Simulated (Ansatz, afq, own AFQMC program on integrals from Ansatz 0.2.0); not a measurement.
**B$_{2}$H, quartet: AFQMC among the cluster methods**

```yaml
atoms:
  - { symbol: B, position_ang: [0.0000, 0.0000, 0.2279] }
  - { symbol: B, position_ang: [0.0000, 0.0000, -1.6341] }
  - { symbol: H, position_ang: [0.0000, 0.0000, 1.4062] }
```

Connectivity, by distances: BH–B.

Basis 6-31G. Only valence electrons are correlated. AFQMC by an in-house program on the Cholesky factors that Ansatz 0.2.0 writes for its CCSD(T) run. The CISD trial takes its coefficients from CCSD amplitudes. Released means that phaseless walkers are propagated on without the constraint, phases kept. Error bars are statistical, one sigma.

Determinant: UHF, the one that the program's search chose, which needn't be the lowest solution. The geometry is a point of a scan.

Full CI on the same integrals is exact in this basis and with this determinant's frozen core.

Cautions: lower spins were not checked; the search met a lower determinant of the same kind, perhaps of another symmetry (6 meV lower), and this one is a saddle point; the released energies move by 1.5 errors or more from one time to the next, so no released level is given (meV from the phaseless value at times in 1/Eh: -6 ± 3 at 0.24, -15 ± 5 at 0.51, -25 ± 6 at 0.99, -23 ± 4 at 1.62, -36 ± 4 at 2.40), though the last usable value meets full CI within the noise.

```
T1 diagnostic                               : 0.0269
weight of the determinant in the CISD state : 0.900
⟨S²⟩ of the determinant                     : 3.758
size of the correlated space                : 7 electrons in 18 orbitals
```

Reference: full CI, correlation energy -2.889 eV.

| level | E − E(reference) (kJ/mol) | share of correlation (%) |
| --- | --- | --- |
| HF | 278.7 | 0.00 |
| MP2 | 75.0 | 73.08 |
| CCSD | 13.5 | 95.16 |
| CCSD(T) | 4.5 | 98.38 |
| CCSDT | 1.7 | 99.38 |
| CCSDT(Q) | 0.6 | 99.80 |
| CCSDTQ | 0.1 | 99.96 |
| ph-AFQMC/CISD | 3.6 ± 0.4 | 98.70 |

CCSDT and higher add their correlation energy to the determinant of the CCSD(T) run, since their own runs factorise the integrals more tightly (a shift of under 2 meV). A walk keeps the symmetry of its determinant, which the program's search chose and which needn't be the lowest solution, so a lower state of the same spin and another symmetry isn't excluded.
